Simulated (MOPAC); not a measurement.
A run for MOPAC: PM6 on C2H6 (SMILES CC).

```
PM6 1SCF PRECISE CHARGE=0 THREADS=1
C2H6

C      0.00000000 1    -0.00000000 1     0.76143405 1
C     -0.00000000 1    -0.00000000 1     2.28821715 1
H     -0.61711193 1    -0.80824397 1     0.36571527 1
H     -0.39140385 1     0.93855659 1     0.36571527 1
H      1.00851577 1    -0.13031262 1     0.36571527 1
H     -1.00891703 1     0.13031295 1     2.68258296 1
H      0.39160418 1    -0.93890425 1     2.68258296 1
H      0.61731284 1     0.80859130 1     2.68258296 1
```

The log:

```
*******************************************************************************
 **                                                                           **
 **                              MOPAC v23.2.5                                **
 **                                                                           **
 *******************************************************************************
 ** MOPAC's Digital Object Identifier: https://doi.org/10.5281/zenodo.6511958 **
 **                                                                           **
 ** Please cite the open-source release paper for use of this MOPAC version:  **
 ** J. E. Moussa and J. J. P. Stewart (2026)                                  **
 ** MOPAC: An open-source semiempirical molecular orbital program             **
 ** J. Open Source Softw., 11(119), 8025, https://doi.org/10.21105/joss.08025 **
 *******************************************************************************

                              PM6 CALCULATION RESULTS

 *******************************************************************************
 *  PM6        - The PM6 Hamiltonian to be used
 *
 *
 *
 *                 CHARGE ON SYSTEM = 0
 *
 *
 *
 *  PRECISE    - TIGHTER CRITERIA TO BE USED
 *  1SCF       - DO 1 SCF AND THEN STOP
 *  THREADS=1  - MULTI-THREADING NOT USED
 *  T=         - A TIME OF 172800.0 SECONDS REQUESTED
 *  DUMP=N     - RESTART FILE WRITTEN EVERY 7200.0 SECONDS REQUESTED
 *******************************************************************************
PM6 1SCF PRECISE CHARGE=0 THREADS=1
 C2H6

   ATOM   CHEMICAL          X               Y               Z
  NUMBER   SYMBOL      (ANGSTROMS)     (ANGSTROMS)     (ANGSTROMS)

     1       C          0.00000000  *  -0.00000000  *   0.76143405  *
     2       C         -0.00000000  *  -0.00000000  *   2.28821715  *
     3       H         -0.61711193  *  -0.80824397  *   0.36571527  *
     4       H         -0.39140385  *   0.93855659  *   0.36571527  *
     5       H          1.00851577  *  -0.13031262  *   0.36571527  *
     6       H         -1.00891703  *   0.13031295  *   2.68258296  *
     7       H          0.39160418  *  -0.93890425  *   2.68258296  *
     8       H          0.61731284  *   0.80859130  *   2.68258296  *



          CARTESIAN COORDINATES

    NO.       ATOM           X           Y           Z

     1         C          0.0000     -0.0000      0.7614
     2         C         -0.0000     -0.0000      2.2882
     3         H         -0.6171     -0.8082      0.3657
     4         H         -0.3914      0.9386      0.3657
     5         H          1.0085     -0.1303      0.3657
     6         H         -1.0089      0.1303      2.6826
     7         H          0.3916     -0.9389      2.6826
     8         H          0.6173      0.8086      2.6826

 General Reference for PM6:
 "Optimization of Parameters for Semiempirical Methods V: Modification of NDDO Approximations
 and Application to 70 Elements", J. J. P. Stewart, J. Mol. Mod., 13, 1173-1213 (2007)
 URL: https://link.springer.com/article/10.1007/s00894-007-0233-4

           Empirical Formula: C2 H6  =     8 atoms



      MOLECULAR POINT GROUP   :   D3d


      RHF CALCULATION, NO. OF DOUBLY OCCUPIED LEVELS = 7


 -------------------------------------------------------------------------------
 PM6 1SCF PRECISE CHARGE=0 THREADS=1
 C2H6



     1SCF WAS SPECIFIED, SO BFGS WAS NOT USED
     SCF FIELD WAS ACHIEVED


                              PM6 CALCULATION
                                                       MOPAC v23.2.5 Linux




          FINAL HEAT OF FORMATION =        -15.75512 KCAL/MOL =     -65.91943 KJ/MOL


          COSMO AREA              =         75.93 SQUARE ANGSTROMS
          COSMO VOLUME            =         57.41 CUBIC ANGSTROMS

          IONIZATION POTENTIAL    =         11.974042 EV
          HOMO LUMO ENERGIES (EV) =        -11.974  4.515
          NO. OF FILLED LEVELS    =          7
          MOLECULAR WEIGHT        =         30.0694         POINT GROUP:  D3d

          MOLECULAR DIMENSIONS (Angstroms)

            Atom       Atom       Distance
            H     8    H     3     3.08315
            H     5    H     6     2.89154
            H     7    H     4     2.79393


          SCF CALCULATIONS        =          1





   ATOM   CHEMICAL          X               Y               Z
  NUMBER   SYMBOL      (ANGSTROMS)     (ANGSTROMS)     (ANGSTROMS)

     1       C          0.00000000  *  -0.00000000  *   0.76143405  *
     2       C         -0.00000000  *  -0.00000000  *   2.28821715  *
     3       H         -0.61711193  *  -0.80824397  *   0.36571527  *
     4       H         -0.39140385  *   0.93855659  *   0.36571527  *
     5       H          1.00851577  *  -0.13031262  *   0.36571527  *
     6       H         -1.00891703  *   0.13031295  *   2.68258296  *
     7       H          0.39160418  *  -0.93890425  *   2.68258296  *
     8       H          0.61731284  *   0.80859130  *   2.68258296  *

                             CARTESIAN COORDINATES

   1    C        0.000000000    -0.000000000     0.761434050
   2    C       -0.000000000    -0.000000000     2.288217150
   3    H       -0.617111930    -0.808243970     0.365715270
   4    H       -0.391403850     0.938556590     0.365715270
   5    H        1.008515770    -0.130312620     0.365715270
   6    H       -1.008917030     0.130312950     2.682582960
   7    H        0.391604180    -0.938904250     2.682582960
   8    H        0.617312840     0.808591300     2.682582960


           Empirical Formula: C2 H6  =     8 atoms



      MOLECULAR POINT GROUP   :   D3d


                  EIGENVALUES
 -27.11691 -21.77773 -14.99556 -14.99556 -13.05235 -11.97404 -11.97404   4.51546
   5.76026   5.76026   6.26089   6.26089   6.95332   6.96021


              NET ATOMIC CHARGES AND DIPOLE CONTRIBUTIONS

  ATOM NO.   TYPE          CHARGE      No. of ELECS.   s-Pop       p-Pop
    1          C          -0.423247        4.4232     1.07490     3.34835
    2          C          -0.422897        4.4229     1.07490     3.34799
    3          H           0.141007        0.8590     0.85899
    4          H           0.141007        0.8590     0.85899
    5          H           0.141007        0.8590     0.85899
    6          H           0.141041        0.8590     0.85896
    7          H           0.141041        0.8590     0.85896
    8          H           0.141041        0.8590     0.85896
 DIPOLE           X         Y         Z       TOTAL
 POINT-CHG.    -0.000     0.000    -0.001     0.001
 HYBRID        -0.000    -0.000    -0.002     0.002
 SUM           -0.000    -0.000    -0.003     0.003


          ATOMIC ORBITAL ELECTRON POPULATIONS

     Atom    s        px        py        pz
    1  C   1.07490   1.16362   1.16362   1.02111
    2  C   1.07490   1.16346   1.16346   1.02107
    3  H   0.85899
    4  H   0.85899
    5  H   0.85899
    6  H   0.85896
    7  H   0.85896
    8  H   0.85896

 **********************
 *                    *
 * JOB ENDED NORMALLY *
 *                    *
 **********************




 == MOPAC DONE ==
```

The run finished.

Cost: very roughly 0.020 core-seconds.
